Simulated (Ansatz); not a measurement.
Cubic perovskite CsSnBr3, treated with PBE-D4 (Ansatz, a quantum-chemistry and plane-wave program, PAW).

Numerical settings: plane-wave cutoff 500 eV, 8×8×8 k mesh, Fermi–Dirac smearing 0.05 eV, scalar-relativistic PAW data made under PBE.

Computed at the level's own relaxed cell.

**Question.** Predict the equilibrium volume per atom, equilibrium lattice constant a and band gap.

**Answer.** 
* **equilibrium volume per atom**: 39.40 Å³/atom
* **equilibrium lattice constant a**: 5.818 Å
* **band gap**: 0.45 eV (on the SCF k mesh)

Note: a distance lies near a switch of the dispersion term, which can move the cell; the relaxation could not lower the start's symmetry, so the cell can be a saddle point above a distorted one.

Spin–orbit coupling is not included.

The computed numbers hold no vibrational or temperature effects.
